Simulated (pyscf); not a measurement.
A first-order saddle from PySCF, ωB97X-D3(BJ)/def2-SVP:

```xyz
12

C     -2.3044     0.6925     0.0183
Zn    -0.1923    -0.0395     0.3524
N      0.7113    -1.3295    -0.5689
H     -3.2133     0.8580     0.6221
H     -2.4430    -0.3202    -0.4131
H     -2.3316     1.4065    -0.8229
H      1.7223    -1.4058    -0.5105
H      0.4246    -1.5899    -1.5079
N     -0.3774     1.2387     1.8620
H     -1.4532     1.1393     1.0900
H      0.1287     2.1251     1.8638
H     -0.4411     0.9163     2.8284
```

Surface: singlet, charge 0. Lowest wavenumbers (cm⁻¹): 1570i, 58, 123, 126, 234.

Task: Which two sides does it connect, and which bonds change?

Result: H₃C–Zn–NH₂ (SMILES [CH3][Zn][NH2]) + NH₃ (SMILES N) ⇌ CH₄ (SMILES C) + H₂N–Zn–NH₂ (SMILES [NH2][Zn][NH2]), a four-centre exchange read from left to right: C–Zn, H–N broken and C–H, N–Zn formed. At ωB97M-D3(BJ)/def2-TZVP it lies +28.7 kcal/mol from the left side and +36.1 kcal/mol from the right (each side as separated species at their lowest minima found). On the reactant side the descent ends in an adduct with a N–Zn contact (not fully relaxed), 11.7 kcal/mol under the separated species and 39.5 kcal/mol under the saddle at ωB97X-D3(BJ)/def2-TZVP. What is counted as formed (N–Zn) is already present as a longer contact in the reactant adduct; forming that adduct is a step of its own. The same reactants have a lower exit, to H₃C–Zn–NH₂ + NH₃ (barrier +4.7 kcal/mol at ωB97M-D3(BJ), against +28.7 kcal/mol here). This is the saddle that the search found; another between the same sides may lie lower. Elements up to Kr have no core potential and no relativistic terms here.
